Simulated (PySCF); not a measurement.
# methyl cation: adiabatic energies of losing or gaining an electron at several levels

Structure: `[CH3+]` ([CH3]+).

All levels share the PBE0-D3(BJ)/def2-SVP structures and the PBE0-D3(BJ)/def2-SVP thermal terms; only the single-point energies (PySCF) change. Values are adiabatic energies of losing or gaining an electron (0 K, eV).

```tsv
level	recombination energy to the radical	abs. error	time
HF/ma-def2-TZVP	9.04	0.80	0.94 s
BHandHLYP/ma-def2-TZVP	9.74	0.10	3.2 s
B97-2/ma-def2-TZVP	9.76	0.08	3.1 s
M06-2X/ma-def2-TZVP (grid 3)	9.78	0.06	8 s
M06/ma-def2-TZVP (grid 3)	9.79	0.05	8.7 s
ωB97M-D3(BJ)/ma-def2-TZVP (grid 3)	9.83	0.01	8.1 s
BLYP-D3(BJ)/ma-def2-TZVP	9.83	0.01	3.7 s
ωB97X-D3(BJ)/ma-def2-TZVP	9.84	0.00	3.8 s
PBE0-D3(BJ)/6-31G*	9.87	0.03	1.8 s
PBE0-D3(BJ)/6-31G	9.89	0.05	1.9 s
M06-L/ma-def2-TZVP (grid 3)	9.91	0.07	9.5 s
PBE0-D3(BJ)/cc-pVDZ	9.91	0.07	2.1 s
TPSSh-D3(BJ)/ma-def2-TZVP (grid 3)	9.93	0.09	9.6 s
TPSS-D3(BJ)/ma-def2-TZVP (grid 3)	9.93	0.09	11 s
B3LYP-D3(BJ)/ma-def2-TZVP	9.95	0.11	3.2 s
PBE0-D3(BJ)/pcseg-1	9.95	0.11	2.1 s
PBE0-D3(BJ)/aug-pcseg-1	9.96	0.12	2.9 s
CAM-B3LYP-D3(BJ)/ma-def2-TZVP	9.96	0.12	3.9 s
PBE0-D3(BJ)/6-31+G*	9.97	0.13	2 s
PBE0-D3(BJ)/aug-cc-pVDZ	9.97	0.13	3 s
PBE0-D3(BJ)/def2-SVP	9.98	0.14	2.1 s
PBE0-D3(BJ)/cc-pVTZ	9.98	0.14	4.4 s
PBE0-D3(BJ)/6-311+G**	9.98	0.14	2.5 s
PBE0-D3(BJ)/6-311++G(2d,2p)	9.99	0.15	3.2 s
PBE0-D3(BJ)/def2-SV(P)	9.99	0.15	2.1 s
HSE06/ma-def2-TZVP	9.99	0.15	5.6 s
PBE0-D3(BJ)/def2-TZVP	9.99	0.15	2.8 s
PBE0-D3(BJ)/def2-TZVPD	10.00	0.16	4 s
PBE0-D3(BJ)/ma-def2-TZVP	10.00	0.16	–
PBE0-D3(BJ)/def2-TZVPP	10.00	0.16	4 s
PBE0-D3(BJ)/aug-cc-pVTZ	10.00	0.16	6.5 s
PBE0-D3(BJ)/jun-cc-pV(T+d)Z	10.00	0.16	4.5 s
PBE0-D3(BJ)/def2-QZVP	10.00	0.16	9.4 s
PBE0-D3(BJ)/def2-QZVPPD	10.00	0.16	11 s
PBE0-D3(BJ)/pcseg-2	10.00	0.16	3.9 s
PBE0-D3(BJ)/aug-cc-pVQZ	10.00	0.16	17 s
PBE0-D3(BJ)/def2-SVPD	10.02	0.18	2.7 s
PBE0-D3(BJ)/ma-def2-SVP	10.03	0.19	2.2 s
PBE-D3(BJ)/ma-def2-TZVP	10.04	0.20	3.7 s
OPBE/ma-def2-TZVP	10.05	0.21	3.9 s
BP86-D3(BJ)/ma-def2-TZVP	10.09	0.25	3.8 s
LDA/ma-def2-TZVP	10.10	0.26	2.9 s
LC-ωPBE/ma-def2-TZVP	10.13	0.29	4.9 s
r2SCAN-D3(BJ)/ma-def2-TZVP (grid 3)	10.16	0.32	9.2 s
ATcT 1.112	9.84
```

Times are wall times for all single points of a level on 1 thread of Arm Neoverse N1, a shared host; the dash marks the run that also made the structures. BLYP, BP86, HSE06, LC-ωPBE, LDA, M06-L, OPBE, PBE, TPSS, r2SCAN ran on a slower path of this set-up, which computes the density-fitting integrals anew in every SCF cycle while the other levels store them. So the times needn't show the usual order of cost, and those levels read slower than they are.

Hartree-Fock leaves out electron correlation, so its ionisation energies and electron affinities from energy differences come out too low, often by 1 eV or more.

At HF/ma-def2-TZVP, BHandHLYP/ma-def2-TZVP, ωB97M-D3(BJ)/ma-def2-TZVP (grid 3) a relaxed species lies above the same state at the other structure, so the structures fit those levels poorly.

The spread: 1.11 eV, from 9.04 to 10.16.

Differences come from unrounded values, so a last digit can differ from that of the printed terms.
